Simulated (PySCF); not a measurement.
A structure optimised at B3LYP-D3(BJ)/def2-SVP, used in a PySCF frequency run:

```
Si
Cl 1 2.0463
Cl 1 2.0463 2 109.47
Cl 1 2.0463 2 109.47 3 120.00
Cl 1 2.0463 2 109.47 3 -120.00
```

Write its SMILES, formula and point group.

Cl[Si](Cl)(Cl)Cl, Cl₄Si, Td

What are its rotational constants (standard atomic weights)?

1.2767, 1.2767, 1.2767 GHz
